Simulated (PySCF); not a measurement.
Spin-orbit coupling and the first ionisation energy along the alkaline earths

Two-component X2C-1e calculated with PySCF 2.14: MP2 on generalised Hartree-Fock spinors (GMP2), with spin-orbit coupling off and on (screened by Boettger's factors); no Breit or QED terms. Values in eV; the references (NIST) lie between the lowest levels. Elements whose determinants are no pure J levels are left out.

```csv
element,configurations,spin-free,with spin-orbit,shift,reference
"Mg (x2c-QZVPPall-2c, [Ne] frozen)",[Ne] 3s2 → [Ne] 3s1,7.259,7.259,0.000,7.646
"Ca (x2c-QZVPPall-2c, [Ne] frozen)",[Ar] 4s2 → [Ar] 4s1,5.959,5.959,0.000,6.113
"Sr (x2c-QZVPPall-2c, [Ar] 3d10 frozen)",[Kr] 5s2 → [Kr] 5s1,5.586,5.586,0.000,5.695
"Ba (x2c-QZVPPall-2c, [Kr] 4d10 frozen)",[Xe] 6s2 → [Xe] 6s1,5.109,5.109,0.000,5.212
```

What remains against the references is mostly the basis and correlation beyond MP2.
